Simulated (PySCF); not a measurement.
Computed with PBE-D3(BJ)/def2-TZVP in PySCF. Gas-phase values, no solvent. 

Reference species (SMILES): `C[CH]C#C` (neutral, multiplicity 2).

```json
{
 "dipole_moment": "0.69 D"
}
```

Changed species: `[C]#N` (radical fragment; the reference has radical fragment).

Question: Predict the effect on the dipole moment.

Answer: the dipole moment goes up by 0.44 D, to 1.13 D.
